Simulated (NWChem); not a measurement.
**KT2 (NWChem form)/x2c-TZVPall (ZORA) run of Li2H2 ((LiH)2 ring)**

What is the vertical electron affinity of Li2H2 ((LiH)2 ring) at KT2 (NWChem form)/x2c-TZVPall (ZORA)? 

The calculation is run with NWChem 7.3.0.

2 further runs of the same task are left out: 1 that didn't finish, 1 set aside as unsound or not needed.

### 1 Starting point

Li2H2 has 4 atoms, charge 0, and is taken as a singlet. Geometry: a GFN2-xTB relaxation, a rough one for these elements and not checked as a minimum.

Bond lengths: Li1–H2 1.685 Å, H2–Li3 1.685 Å, Li1–H4 1.685 Å, Li3–H4 1.685 Å. Angles: Li1–H2–Li3 81.5°, Li1–H4–Li3 81.5°, H2–Li1–H4 98.5°, H2–Li3–H4 98.5°.

### 2 The charge distribution at KT2 (NWChem form)/x2c-TZVPall (ZORA)

The input, mol.nw:

```
START mol
memory total 2200 mb
charge 0

GEOMETRY units angstrom noautoz
 Li    0.748450    0.467780   -0.657020
 H    -0.711410    1.057560   -0.059410
 Li   -0.748660   -0.467860    0.656490
 H     0.711620   -1.057470    0.059940
END

BASIS spherical
 * library x2c-TZVPall
END

RELATIVISTIC
 zora on
END

DFT
 xc kt2
 grid fine
 convergence energy 1e-05
END

PROPERTY
 mulliken
 efieldgrad
 efield
 moldenfile
 molden_norm janpa
END

TASK dft property
```

On the command line:

```bash
$ nwchem mol.nw > mol.out
```

What it wrote, shortened:

```text
[...]
 Group name             D2h
[...]
          Wavefunction type:  closed shell.
          No. of atoms     :     4
          No. of electrons :     8
[...]
          Charge           :     0
          Spin multiplicity:     1
[...]
          AO basis - number of functions:    40
[...]
              XC Information
              --------------
                          KT2 Method XC Functional
                        Slater Exchange Functional  1.072 local
                           KT1 gradient correction  1.000 non-local
            Perdew 1991 LDA Correlation Functional  0.577 local
[...]
 d= 0,ls=0.0,diis     1    -16.5222555064 -2.27D+01  8.59D-03  8.69D-01     0.9
[...]
 d= 0,ls=0.0,diis     6    -16.5499473873 -3.43D-08  7.76D-07  7.11D-10     1.1
[...]
         Total DFT energy =      -16.549947387254
      One electron energy =      -33.429012894285
           Coulomb energy =       15.695652600814
    Exchange-Corr. energy =       -4.957291341226
 Nuclear repulsion energy =        6.140704247442
       Scaling correction =        0.000782674595
[...]
```

Wall time 1.7 s (1 thread of Intel Xeon Platinum 8375C at 2.90GHz (Ice Lake), shared host); peak memory 0.11 GiB.

Atomic charges (e):

```
atom  Mulliken
 Li1    +0.430
  H2    -0.430
 Li3    +0.430
  H4    -0.430
```

### 3 The doublet anion at the same level

The input, h2li2.xyz:

```xyz
4
H2Li2 properties
Li     0.748450     0.467780    -0.657020
H     -0.711410     1.057560    -0.059410
Li    -0.748660    -0.467860     0.656490
H      0.711620    -1.057470     0.059940
```

The input, h2li2.nw:

```
start h2li2
title "H2Li2 properties"
memory 2200 mb
charge -1

geometry units angstrom noautosym nocenter noautoz
  load h2li2.xyz
end

basis spherical
  * library x2c-TZVPall
end

relativistic
  zora on
end

dft
  xc kt2
  mult 2
  grid fine
  convergence energy 1e-05
  iterations 150
end

property
  mulliken
  efieldgrad
  efield
  moldenfile
  molden_norm janpa
end

task dft property
```

On the command line:

```bash
$ nwchem h2li2.nw > h2li2.out
```

What it wrote:

```text
Northwest Computational Chemistry Package (NWChem) 7.3.0
             --------------------------------------------------------

           Job information
           ---------------

    nwchem branch   = 7.3.0
    use scalapack   = T
    input           = h2li2.nw
    prefix          = h2li2.
    data base       = ./h2li2.db
    status          = startup
    nproc           =        1

           Memory information
           ------------------

    heap     =     72089600 doubles =      550.0 Mbytes
    stack    =     72089597 doubles =      550.0 Mbytes
    global   =    144179200 doubles =     1100.0 Mbytes (distinct from heap & stack)
    total    =    288358397 doubles =     2200.0 Mbytes
    verify   = yes
    hardfail = no

           Directory information
           ---------------------

  0 permanent = .
  0 scratch   = .

                                NWChem Input Module
                                -------------------

                                 H2Li2 properties
                                 ----------------

 Scaling coordinates for geometry "geometry" by  1.889725989
 (inverse scale =  0.529177249)

                             Geometry "geometry" -> ""
                             -------------------------

 Output coordinates in angstroms (scale by  1.889725989 to convert to a.u.)

  No.       Tag          Charge          X              Y              Z
 ---- ---------------- ---------- -------------- -------------- --------------
    1 Li                   3.0000     0.74845000     0.46778000    -0.65702000
    2 H                    1.0000    -0.71141000     1.05756000    -0.05941000
    3 Li                   3.0000    -0.74866000    -0.46786000     0.65649000
    4 H                    1.0000     0.71162000    -1.05747000     0.05994000

      Atomic Mass
      -----------

      Li                 7.016000
      H                  1.007825

 Effective nuclear repulsion energy (a.u.)       6.1407035737

            Nuclear Dipole moment (a.u.)
            ----------------------------
        X                 Y               Z
 ---------------- ---------------- ----------------
    -0.0007936849    -0.0002834589    -0.0020031095

            XYZ format geometry
            -------------------
     4
 geometry
 Li                    0.74845000     0.46778000    -0.65702000
 H                    -0.71141000     1.05756000    -0.05941000
 Li                   -0.74866000    -0.46786000     0.65649000
 H                     0.71162000    -1.05747000     0.05994000

 ==============================================================================
                                internuclear distances
 ------------------------------------------------------------------------------
       center one      |      center two      | atomic units |  angstroms
 ------------------------------------------------------------------------------
    2 H                |   1 Li               |     3.18247  |     1.68409
    3 Li               |   1 Li               |     4.15829  |     2.20047
    3 Li               |   2 H                |     3.18508  |     1.68547
    4 H                |   1 Li               |     3.18562  |     1.68576
    4 H                |   3 Li               |     3.18234  |     1.68402
 ------------------------------------------------------------------------------
                         number of included internuclear distances:          5
 ==============================================================================

 ==============================================================================
                                 internuclear angles
 ------------------------------------------------------------------------------
        center 1       |       center 2       |       center 3       |  degrees
 ------------------------------------------------------------------------------
    1 Li               |   2 H                |   3 Li               |    81.54
    2 H                |   1 Li               |   4 H                |    98.45
    1 Li               |   4 H                |   3 Li               |    81.54
    1 Li               |   2 H                |   3 Li               |    81.54
    3 Li               |   2 H                |   1 Li               |    81.54
    3 Li               |   4 H                |   1 Li               |    81.54
    2 H                |   3 Li               |   4 H                |    98.47
    1 Li               |   4 H                |   3 Li               |    81.54
 ------------------------------------------------------------------------------
                            number of included internuclear angles:          8
 ==============================================================================

 Summary of "ao basis" -> "" (spherical)
 ------------------------------------------------------------------------------
       Tag                 Description            Shells   Functions and Types
 ---------------- ------------------------------  ------  ---------------------
 *                        x2c-TZVPall                 on all atoms

                              NWChem Property Module
                              ----------------------

                                 H2Li2 properties

  itol2e modified to match energy
  convergence criterion.

                                 NWChem DFT Module
                                 -----------------

                                 H2Li2 properties

                      Basis "ao basis" -> "ao basis" (spherical)
                      -----
  [basis functions not shown]

[... 16 lines left out ...]
  convergence criterion.
[... 15 lines left out ...]
          Convergence on energy requested:  1.00D-07
          Convergence on density requested:  1.00D-05
          Convergence on gradient requested:  5.00D-04
[... 19 lines left out ...]
          Spatial weights used:  Erf1
[... 1 line left out ...]
          Convergence Information
[... 1 line left out ...]
          Convergence aids based upon iterative change in
          total energy or number of iterations.
[... 29 lines left out ...]
 dft_zora_read: failed to open./h2li2.zora_sf
[... 37 lines left out ...]
   convergence    iter        energy       DeltaE   RMS-Dens  Diis-err    time
[... 14 lines left out ...]
         Total DFT energy =      -16.537958391202
      One electron energy =      -34.707168186574
           Coulomb energy =       17.082603585516
    Exchange-Corr. energy =       -5.054097363834
 Nuclear repulsion energy =        6.140703573690
[... 7 lines left out ...]
                    DFT Final Alpha Molecular Orbital Analysis
[... 289 lines left out ...]
                     DFT Final Beta Molecular Orbital Analysis
[... 362 lines left out ...]
          ----- Beta Spin  gross population on atoms ----

              1  Li   3.0     1.27909
              2  H    1.0     0.72087
              3  Li   3.0     1.27918
              4  H    1.0     0.72086

 Total      S,P,D,... shell population
 --------------------------------
    Atom          S        P
 --------------------------------------------------------------------------------------
     1 Li     2.67293   0.43839
     2 H      1.38625   0.00254
     3 Li     2.67269   0.43844
     4 H      1.38623   0.00254

          ----- Total      gross population on atoms ----

              1  Li   3.0     3.11132
              2  H    1.0     1.38879
              3  Li   3.0     3.11112
              4  H    1.0     1.38877

          ----- Atomic spin population -----

              1  Li   3.0     0.55315
              2  H    1.0    -0.05296
              3  Li   3.0     0.55277
              4  H    1.0    -0.05296

          ----- Bond indices -----
  1- 1   0.00000  1- 2   0.41833  1- 3   0.57880  1- 4   0.41768
  2- 1   0.41833  2- 2   0.00000  2- 3   0.41781  2- 4  -0.00563
  3- 1   0.57880  3- 2   0.41781  3- 3   0.00000  3- 4   0.41847
  4- 1   0.41768  4- 2  -0.00563  4- 3   0.41847  4- 4   0.00000

 Large bond indices
 ------------------
  1   Li-  2   H    0.41833
  1   Li-  3   Li   0.57880
  1   Li-  4   H    0.41768
  2   H -  3   Li   0.41781
  3   Li-  4   H    0.41847

                                                                Free electrons             Valency
                              Number of         Sum of          + Bond indices         - Bond indices
                Valency     Free electrons    Bond indices     =Mulliken charge     = Net spin population
     1  Li      1.70487        1.69652          1.41481           3.11132                 0.29006
     2  H       0.83298        0.55828          0.83051           1.38879                 0.00248
     3  Li      1.70477        1.69604          1.41509           3.11112                 0.28968
     4  H       0.83300        0.55825          0.83052           1.38877                 0.00248
 scftyp:UHF
 theory:dft

          --------------
          Electric field
          --------------

 1 a.u. = 0.171524 10**(-8) dyn/esu

   Atom       X         Y         Z                        Electric field (a.u.)
                                              X              Y              Z           Field
  ------------------------------------------------------------------------------------------------
    1 Li   1.41437   0.88398  -1.24159       0.003088       0.001894      -0.002688       0.004511
    2 H   -1.34437   1.99850  -0.11227      -0.006952       0.010223      -0.000538       0.012375
    3 Li  -1.41476  -0.88413   1.24059      -0.003085      -0.001896       0.002697       0.004515
    4 H    1.34477  -1.99833   0.11327       0.006950      -0.010212       0.000524       0.012364

          -----------------------
          Electric field gradient
          -----------------------

 1 a.u. = 0.324123 10**(16) esu/cm**3  ( or statvolts/cm**2 ) = 0.97174 10**(22) v/m**2

 ------------------------------------------------------------
   Atom      X         Y         Z
 ------------------------------------------------------------
    1 Li   1.41437   0.88398  -1.24159
 ------------------------------------------------------------

 Electric field gradient in molecular frame (a.u.)
         XX             YY             ZZ             XY             XZ             YZ
 ------------------------------------------------------------------------------------------
        0.002053       0.023713      -0.025766      -0.028529      -0.009786      -0.010438

 Principal components (a.u.) and orientation
 of principal axis w.r.t. absolute frame                      Asymmetry parameter eta
 --------------------------------------------------------------------------------------
        0.043537      -0.036335      -0.007202                       0.669148

       -0.558675       0.475312       0.679677
        0.828119       0.364974       0.425457
       -0.045839       0.800545      -0.597517

 ------------------------------------------------------------
   Atom      X         Y         Z
 ------------------------------------------------------------
    2 H   -1.34437   1.99850  -0.11227
 ------------------------------------------------------------

 Electric field gradient in molecular frame (a.u.)
         XX             YY             ZZ             XY             XZ             YZ
 ------------------------------------------------------------------------------------------
       -0.004946      -0.013050       0.017996       0.012964       0.017789       0.014155

 Principal components (a.u.) and orientation
 of principal axis w.r.t. absolute frame                      Asymmetry parameter eta
 --------------------------------------------------------------------------------------
        0.034985      -0.022616      -0.012369                       0.292874

        0.475108      -0.564527       0.674968
        0.364263       0.824441       0.433139
        0.800990      -0.040079      -0.597335

 ------------------------------------------------------------
   Atom      X         Y         Z
 ------------------------------------------------------------
    3 Li  -1.41476  -0.88413   1.24059
 ------------------------------------------------------------

 Electric field gradient in molecular frame (a.u.)
         XX             YY             ZZ             XY             XZ             YZ
 ------------------------------------------------------------------------------------------
        0.002071       0.023743      -0.025815      -0.028523      -0.009768      -0.010436

 Principal components (a.u.) and orientation
 of principal axis w.r.t. absolute frame                      Asymmetry parameter eta
 --------------------------------------------------------------------------------------
        0.043560      -0.036341      -0.007218                       0.668573

       -0.558568       0.474351       0.680436
        0.828186       0.364373       0.425841
       -0.045934       0.801389      -0.596378

 ------------------------------------------------------------
   Atom      X         Y         Z
 ------------------------------------------------------------
    4 H    1.34477  -1.99833   0.11327
 ------------------------------------------------------------

 Electric field gradient in molecular frame (a.u.)
         XX             YY             ZZ             XY             XZ             YZ
 ------------------------------------------------------------------------------------------
       -0.004991      -0.013000       0.017991       0.012984       0.017762       0.014175

 Principal components (a.u.) and orientation
 of principal axis w.r.t. absolute frame                      Asymmetry parameter eta
 --------------------------------------------------------------------------------------
        0.034976      -0.022617      -0.012359                       0.293301

        0.474556      -0.566514       0.673690
        0.365083       0.823104       0.434988
        0.800944      -0.039527      -0.597433

 MOLDEN output will be written to the file ./h2li2.molden
  do_norm_janpa  T
  do_norm_nwchem  F
  molden scftype: UHF                  spinref:                     2

 Task  times  cpu:        6.1s     wall:        6.1s
 Total times  cpu:        6.1s     wall:        6.1s
```

Run time: 6.9 s. Hardware: 1 thread of Intel Xeon Platinum 8375C at 2.90GHz (Ice Lake), shared host; peak memory 0.17 GiB.

Atomic charges (e):

```
atom  Mulliken
 Li1    -0.111
  H2    -0.389
 Li3    -0.111
  H4    -0.389
```

### 4 Outcome

At KT2 (NWChem form)/x2c-TZVPall (ZORA):

| quantity | value |
| --- | --- |
| singlet Li2H2: total energy | -16.54995 Eh |
| singlet Li2H2: dipole moment | 0.00 D |
| singlet Li2H2: HOMO energy | -4.72 eV |
| singlet Li2H2: LUMO energy | -0.71 eV |
| singlet Li2H2: HOMO–LUMO gap | 4.01 eV |
| doublet anion: total energy | -16.53796 Eh |
| doublet anion: HOMO energy (highest over α and β) | 1.82 eV |
| doublet anion: LUMO energy (lowest over α and β) | 2.20 eV |
| doublet anion: ⟨S²⟩ | 0.754 |
| vertical electron affinity (to the doublet anion) | -0.326 eV |

What this shows: The anion lies 0.33 eV (31.5 kJ/mol) above the neutral: the electron isn't bound at this level, and such a value depends on the basis. Without diffuse functions anions come out too high. Mulliken charges (singlet Li2H2) run from -0.43 on H2 to +0.43 on Li1; they depend strongly on the basis. Mulliken charges (doublet anion) run from -0.39 on H2 to -0.11 on Li3. The HOMO (doublet anion) lies at positive energy, 1.82 eV; only total energies tell whether the electron is bound.
